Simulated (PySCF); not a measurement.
**HCl at HSE06**

Level: HSE06. H x2c-TZVPPall, Cl x2c-TZVPPall; spin-free X2C with a Gaussian nucleus (PySCF 2.14).

```
state                                           : ¹Σ⁺ (singlet), closed shell
bond length                                     : 1.278 Å
harmonic wavenumber                             : 2994 cm⁻¹
force constant                                  : 5.17 mdyn/Å
rotational constant Be                          : 10.54 cm⁻¹
anharmonicity ωexe                              : 50.1 cm⁻¹
vibration–rotation constant αe                  : 0.297 cm⁻¹
well depth De to H + Cl                         : 4.51 eV
dissociation energy D0                          : 4.33 eV
HOMO–LUMO gap                                   : 8.94 eV
bond order (Mayer)                              : 1.04
dipole moment (positive dipole means H(−)Cl(+)) : -1.19 D
```
